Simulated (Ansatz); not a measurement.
Two isomers of C3H6O2: A = `C=C(O)CO`, B = `OCC1CO1`.

Gas-phase electronic energies from Ansatz, PBE0-D4/def2-TZVP geometries. CCSD(T)/CBS adds triple-zeta CCSD(T) − MP2 to the extrapolated MP2 energy (def2 sets, frozen cores). Functionals use def2-TZVPP. B3LYP here is the variant with VWN-RPA as its local correlation; programs differ in this. Each species was taken in one conformer, which may not be the lowest.

Task: Which is lower in electronic energy at CCSD(T)/CBS, and by how much? (Best estimate.)

Result: Ansatz gave: A, by 17.1 kcal/mol.

Task: Give E(B) − E(A) in kcal/mol with CCSD(T)/def2-TZVPP, B2PLYP, MP2/def2-TZVPP, ωB97M-V, r2SCAN-D4, B3LYP-D4, HF/def2-TZVPP. (Estimate.)

Result: The calculation gave: CCSD(T)/def2-TZVPP 16.6, B2PLYP 17.5, MP2/def2-TZVPP 15.5, ωB97M-V 16.6, r2SCAN-D4 16.5, B3LYP-D4 18.6, HF/def2-TZVPP 17.7. None reverses the order clearly.

Largest T1 diagnostic: 0.012.

From PBE to PBE0 (25 % exact exchange), in def2-TZVPP and without D4, E(B) − E(A) moves by −0.7 kcal/mol. In def2-TZVPP, CCSD(T) changes the Hartree–Fock value by −1.1 kcal/mol (the triples alone add +0.3 kcal/mol) and MP2 by −2.2 kcal/mol.
